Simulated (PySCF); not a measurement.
Simulated outer-valence photoelectron spectrum of `Fc1ncsn1`. Method used: EOM-IP-CCSD/aug-cc-pVDZ in PySCF, restricted Hartree–Fock reference, 10 core orbitals frozen, non-relativistic, gas phase, PBE0-D3(BJ)/def2-SVP geometry.

Each root has a Gaussian of 0.4 eV full width with its one-hole share as area; cross sections and vibrations are left out, and the highest printed point is 100.

ionisation energy (eV), intensity and a bar:
```
      9.8          0 
     10.0         10 ###
     10.2         61 ##################
     10.4         98 #############################
     10.6         41 ############
     10.8         31 #########
     11.0         90 ###########################
     11.2         80 ########################
     11.4         65 ####################
     11.6        100 ##############################
     11.8         70 #####################
     12.0         90 ###########################
     12.2         81 ########################
     12.4         19 ######
     12.6          1 
     12.8          0 
     13.0          0 
     13.2          0 
     13.4          0 
     13.6          0 
     13.8          9 ###
     14.0         59 ##################
     14.2         97 #############################
     14.4         48 ##############
     14.6         59 ##################
     14.8         94 ############################
     15.0         42 #############
     15.2         29 #########
     15.4         87 ##########################
     15.6         76 #######################
     15.8         17 #####
     16.0          1 
     16.2          0 
     16.4          0 
     16.6          0 
     16.8          3 #
     17.0         36 ###########
     17.2         95 ############################
     17.4         63 ###################
     17.6         10 ###
     17.8          0
```

Task: Where are the maxima, and how many lines lie under the curve?

Result: 8 maxima, at 10.4, 11.1, 11.6, 12.1, 14.2, 14.8, 15.5 and 17.2 eV, from 8 lines.

Task: List the lines with their holes.

Result: 
```
E (eV)  leading hole (HF orbital)  area  Koopmans (eV)
 10.37                       HOMO  0.96          10.62
 11.07                     HOMO-2  0.94          12.82
 11.60                     HOMO-1  0.94          12.19
 12.09                     HOMO-3  0.94          13.66
 14.17                     HOMO-4  0.94          15.60
 14.78                     HOMO-5  0.91          16.48
 15.48                     HOMO-6  0.94          17.79
 17.24                     HOMO-7  0.94          19.62
```

The widest gap, 2.08 eV, lies between 12.09 and 14.17 eV. Only orbitals with −ε under 21 eV, eight at most, were ionised, so the high end of the curve may lack lines.

Time: 5.6 min wall; peak memory 2.6 GiB. Hardware: an Arm Neoverse V1 with one thread, shared host with 32 logical CPUs at a one-minute load of 15.
